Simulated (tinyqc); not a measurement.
Harmonic frequencies on the UHF/sto-6g surface (energies and gradients from PySCF), for NH, spin multiplicity 3, step by step. One step of it, computed by the program tinyqc.

Problem. One row of the Hessian: 2Hz. Displace 2Hz by +/-0.005 bohr; H(k, :) = (g(+) - g(-)) / (2 delta).

optimised positions (bohr):
```
,x,y,z
1N,0.000000,0.000000,-0.038695
2H,0.000000,0.000000,2.000230
```

gradient at +delta (hartree/bohr):
```
,x,y,z
1N,0.00000000,0.00000000,-0.00226810
2H,0.00000000,0.00000000,0.00226810
```

gradient at -delta (hartree/bohr):
```
,x,y,z
1N,0.00000000,0.00000000,0.00229744
2H,0.00000000,0.00000000,-0.00229744
```

Give: row of the Hessian.

Solution.

row of the Hessian (hartree/bohr^2): 1Nx 0.000000, 1Ny 0.000000, 1Nz -0.456554, 2Hx 0.000000, 2Hy 0.000000, 2Hz 0.456554
